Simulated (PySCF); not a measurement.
# H₇NPSi+: runs on many settings, part 2 of 2

PySCF 2.14.0. Atoms count from 0. The steps go on from the part before.

## (5) Spin-spin couplings: PBE0/6-311+G(2d,p)

Job settings and geometry (Å):

```
{"job": {"kind": "j", "xc": "PBE0", "basis": "6-311+G(2d,p)", "grid": 4}, "charge": 1, "multiplicity": 1}
N     -1.793360    -0.433353    -0.054733
Si    -0.643426     0.778952    -0.293219
P      1.536697    -0.202645     0.214708
H     -2.127436    -1.049555    -0.780977
H     -2.316617    -0.558560     0.799193
H     -0.394684     1.072844    -1.695037
H     -0.655537     1.791785     0.749096
H      2.074618    -1.112762    -0.670971
H      1.705752    -0.921861     1.379154
H      2.622876     0.639811     0.330259
```

Method: PBE0/6-311+G(2d,p) indirect spin-spin coupling, non-relativistic, gas phase.

Standard output:

```text
coarse grid: 8656 points
cycle   1  E = -689.2466391576  dE =  2.452e-01  |g| = 4.343e-01  |ddm| = 2.233e+00
cycle   2  E = -689.2037113283  dE =  4.293e-02  |g| = 6.061e-01  |ddm| = 6.906e-01
cycle   3  E = -689.2844487996  dE = -8.074e-02  |g| = 6.999e-02  |ddm| = 4.374e-01
cycle   4  E = -689.2854582104  dE = -1.009e-03  |g| = 1.560e-02  |ddm| = 5.373e-02
cycle   5  E = -689.2855075110  dE = -4.930e-05  |g| = 3.114e-03  |ddm| = 1.515e-02
cycle   6  E = -689.2855102751  dE = -2.764e-06  |g| = 5.313e-04  |ddm| = 3.199e-03
final grid: 195824 points
cycle   7  E = -689.2852353836  dE = -1.780e-05  |g| = 6.014e-03  |ddm| = 1.463e-02
cycle   8  E = -689.2852278157  dE =  7.568e-06  |g| = 8.421e-03  |ddm| = 8.762e-03
cycle   9  E = -689.2852425310  dE = -1.472e-05  |g| = 7.314e-04  |ddm| = 5.261e-03
cycle  10  E = -689.2852426356  dE = -1.046e-07  |g| = 8.146e-05  |ddm| = 5.506e-04
cycle  11  E = -689.2852426371  dE = -1.532e-09  |g| = 2.281e-05  |ddm| = 1.013e-04
cycle  12  E = -689.2852426372  dE = -1.342e-10  |g| = 4.746e-06  |ddm| = 2.487e-05
converged SCF energy = -689.2852426372

Indirect spin-spin couplings (Hz)
  i      j    bonds     total        FC       PSO       DSO        SD
  0 N    1 Si   1     21.532    26.174    -4.934     0.026     0.266
  0 N    2 P    2    -13.906   -13.591     0.381     0.013    -0.709
  0 N    3 H    1    -80.441   -77.603    -2.257    -0.291    -0.290
  0 N    4 H    1    -80.694   -77.862    -2.251    -0.291    -0.291
  0 N    5 H    2     -4.921    -5.107    -0.010     0.165     0.031
  0 N    6 H    2     -4.966    -5.152    -0.009     0.163     0.031
  0 N    7 H    3      0.265     0.256    -0.038     0.063    -0.016
  0 N    8 H    3      0.252     0.256    -0.019     0.033    -0.018
  0 N    9 H    3     -2.654    -2.746    -0.075     0.171    -0.004
  1 Si   2 P    1     59.844    62.675     2.197    -0.062    -4.967
  1 Si   3 H    2     -3.995    -5.814     1.198     0.466     0.154
  1 Si   4 H    2     -4.332    -6.156     1.202     0.466     0.156
  1 Si   5 H    1   -274.038  -274.632     1.023    -0.223    -0.206
  1 Si   6 H    1   -273.683  -274.274     1.021    -0.222    -0.208
  1 Si   7 H    2     -0.159    -0.326    -0.090     0.221     0.036
  1 Si   8 H    2      0.232     0.099    -0.123     0.230     0.025
  1 Si   9 H    2     -3.026    -3.146    -0.117     0.214     0.022
  2 P    3 H    3     -9.232    -8.993     0.171    -0.331    -0.079
  2 P    4 H    3     -8.840    -8.688     0.208    -0.349    -0.011
  2 P    5 H    2     60.754    60.744    -0.070    -0.096     0.176
  2 P    6 H    2     57.911    57.908    -0.072    -0.104     0.179
  2 P    7 H    1    327.003   325.030     2.698     0.225    -0.950
  2 P    8 H    1    333.673   331.730     2.648     0.226    -0.931
  2 P    9 H    1    311.212   309.223     2.739     0.220    -0.970
  3 H    4 H    2    -10.044   -10.384     5.311    -4.971         -
  3 H    5 H    3      0.823     1.003     0.378    -0.559         -
  3 H    6 H    3      8.134     8.963     2.315    -3.144         -
  3 H    9 H    4     -0.952    -0.407     1.104    -1.649         -
  4 H    5 H    3      7.812     8.640     2.299    -3.128         -
  4 H    6 H    3      0.931     1.104     0.361    -0.534         -
  4 H    7 H    4     -0.262     0.065     0.925    -1.253         -
  4 H    9 H    4     -0.876    -0.374     1.010    -1.512         -
  5 H    6 H    2     14.082    15.470     1.791    -3.180         -
  5 H    7 H    3     -1.798    -1.733     0.140    -0.205         -
  5 H    8 H    3      8.301     9.122     1.259    -2.079         -
  5 H    9 H    3     -0.759    -0.496     0.445    -0.708         -
  6 H    7 H    3      9.141     9.968     1.259    -2.086         -
  6 H    8 H    3     -1.947    -1.703     0.410    -0.655         -
  6 H    9 H    3     -1.651    -1.550     0.204    -0.305         -
  7 H    8 H    2    -12.206   -11.614     1.341    -1.932         -
  7 H    9 H    2    -12.902   -12.307     1.349    -1.944         -
  8 H    9 H    2    -12.689   -12.089     1.352    -1.952         -
```

It took 38 s on 1 thread, shared host.

The basis is not made for couplings: without tight functions at the nuclei these values are rough.

This run: J(P2,H7) 324.0 Hz, J(Si1,H5) -273.9 Hz, J(N0,H3) -80.6 Hz (means over like pairs).

## (6) Nuclear shieldings: OPBE/aug-pcSseg-1

Same as in step 5 but for these lines:

```diff
@@ -1,2 +1,2 @@
-{"job": {"kind": "j", "xc": "PBE0", "basis": "6-311+G(2d,p)", "grid": 4}, "charge": 1, "multiplicity": 1}
+{"job": {"kind": "nmr", "xc": "OPBE", "basis": "aug-pcSseg-1", "pop": true}, "charge": 1, "multiplicity": 1}
 N     -1.793360    -0.433353    -0.054733
```

With the program's defaults for keys left out, this is: GIAO OPBE/aug-pcSseg-1 NMR shielding, non-relativistic, gas phase.

Standard output:

```text
coarse grid: 8656 points
cycle   1  E = -689.3882402127  dE =  2.605e-01  |g| = 4.508e-01  |ddm| = 3.424e+00
cycle   2  E = -689.1699220090  dE =  2.183e-01  |g| = 1.014e+00  |ddm| = 1.864e+00
cycle   3  E = -689.4325173829  dE = -2.626e-01  |g| = 7.355e-02  |ddm| = 1.504e+00
cycle   4  E = -689.4343178299  dE = -1.800e-03  |g| = 2.435e-02  |ddm| = 1.762e-01
cycle   5  E = -689.4345104578  dE = -1.926e-04  |g| = 7.401e-03  |ddm| = 5.787e-02
cycle   6  E = -689.4345296943  dE = -1.924e-05  |g| = 1.345e-03  |ddm| = 1.436e-02
cycle   7  E = -689.4345300955  dE = -4.012e-07  |g| = 3.188e-04  |ddm| = 2.085e-03
final grid: 72448 points
cycle   8  E = -689.4473477595  dE = -1.024e-04  |g| = 1.027e-02  |ddm| = 1.103e-01
cycle   9  E = -689.4473257313  dE =  2.203e-05  |g| = 1.302e-02  |ddm| = 3.474e-02
cycle  10  E = -689.4473665935  dE = -4.086e-05  |g| = 3.837e-03  |ddm| = 2.160e-02
cycle  11  E = -689.4473696099  dE = -3.016e-06  |g| = 9.792e-04  |ddm| = 4.705e-03
cycle  12  E = -689.4473698376  dE = -2.277e-07  |g| = 6.265e-05  |ddm| = 1.361e-03
cycle  13  E = -689.4473698387  dE = -1.049e-09  |g| = 1.755e-05  |ddm| = 1.745e-04
cycle  14  E = -689.4473698388  dE = -1.031e-10  |g| = 4.460e-06  |ddm| = 4.570e-05
converged SCF energy = -689.4473698388

GIAO shielding tensors (ppm)
atom      isotropic    diamagn.    paramagn.     s11        s22        s33       span
  0 N      237.512     314.913     -77.401    236.148    237.205    239.182      3.034
  1 Si     382.074     875.333    -493.258    333.884    364.375    447.964    114.080
  2 P      525.938     972.189    -446.251    514.030    528.579    535.205     21.175
  3 H       29.254      33.575      -4.321     22.600     25.463     39.698     17.098
  4 H       29.228      33.507      -4.279     22.618     25.411     39.656     17.039
  5 H       25.358      25.380      -0.022     21.686     24.532     29.856      8.171
  6 H       25.389      25.371       0.018     21.711     24.554     29.904      8.194
  7 H       27.251      31.028      -3.778     23.372     23.884     34.495     11.123
  8 H       27.297      31.293      -3.997     23.438     23.920     34.532     11.094
  9 H       27.321      29.793      -2.472     23.210     23.479     35.274     12.064
```

It took 41 s on 1 thread, shared host.

This run: δ N0 21.8, Si1 -24.7, P2 96.9, H5 6.25, H7 4.33 ppm (means over like atoms).

## (7) Run by run: spin-spin couplings

Couplings (Hz), each a mean over the pairs like the one named, with basis size and wall time:

```csv
run,P2–H7,Si1–H5,N0–H3,P2–H5,N0–Si1,N0–P2,H5–H6,functions,time
wB97X/cc-pVDZ,323.5,-266.2,-76.6,48.8,38.7,-16.5,10.4,85,22 s
PBE0/pcSseg-1,346.3,-296.5,-84.3,50.1,29.2,-18.3,11.5,100,19 s
"PBE0/6-311+G(2d,p)",324.0,-273.9,-80.6,59.3,21.5,-13.9,14.1,139,38 s
```

## (8) Comparing the runs: NMR shifts

Shifts (ppm), means over like atoms, with basis size and wall time:

```csv
run,H5,H7,H3,N0,Si1,P2,functions,time
BLYP/ANO-RCC-VDZP,6.14,4.17,2.42,44.3,-55.1,92.1,85,57 s
OPBE/aug-pcSseg-1,6.25,4.33,2.38,21.8,-24.7,96.9,155,41 s
```

## (9) Outcome

The summary covers parts 1 to 2.

```
                                                                  quantity                    value
                             largest coupling of the table (wB97X/cc-pVDZ)  ¹J(P,H) P2–H7, 323.5 Hz
¹H shifts against TMS (BLYP/ANO-RCC-VDZP, means over atoms taken as alike)     6.14, 4.17, 2.42 ppm
                                ¹⁵N shifts against NH3 (BLYP/ANO-RCC-VDZP)                 44.3 ppm
                               ²⁹Si shifts against TMS (BLYP/ANO-RCC-VDZP)                -55.1 ppm
                                ³¹P shifts against PH3 (BLYP/ANO-RCC-VDZP)                 92.1 ppm
                                   range of J(P2,H7), mean over like pairs        323.5 to 346.3 Hz
                                                 range of the shift of Si1       -55.1 to -24.7 ppm
```

Single values in the summary come from the first run of each kind that ended normally (wB97X/cc-pVDZ; BLYP/ANO-RCC-VDZP), which need not be the best level. Of the pairs tabulated at wB97X/cc-pVDZ, P2–H7 (mean over like pairs) couples most strongly (323.5 Hz; Fermi contact 321.5 Hz). At BLYP/ANO-RCC-VDZP: Shielding is most anisotropic at Si1 (span 122 ppm, paramagnetic term -457 ppm). At BLYP/ANO-RCC-VDZP, counted by nearest atom on the grid, the HOMO lies on N0 64 %; P2 8 %, the LUMO on P2 23 %; Si1 18 %. The coupling P2–H7, as a mean over pairs of its kind, runs from 323.5 Hz (wB97X/cc-pVDZ) to 346.3 Hz (PBE0/pcSseg-1). In ppm, Si1 moves most: its shift spreads over 30.4 ppm, from -55.1 (BLYP/ANO-RCC-VDZP) to -24.7 (OPBE/aug-pcSseg-1). Couplings from bases without tight functions are rough.
